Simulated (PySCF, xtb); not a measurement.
CHO, SMILES O=[CH] (connectivity only; charge and spin as stated), charge +1, multiplicity 1.

Harmonic wavenumbers (cm⁻¹) from xtb with GFN2-xTB at its own minimum, in rising order: 858, 858, 2284, 2970.

### Question
What does r2SCAN-D4/def2-TZVPD (PySCF 2.14.0) give at its own minimum? (An estimate is asked for; the answer gives what the named calculation found.)

### Answer
863, 863, 2248, 3215. Paired by order, the mean absolute difference is 73 cm⁻¹ and the zero-point energies are 10.0 and 10.3 kcal/mol.
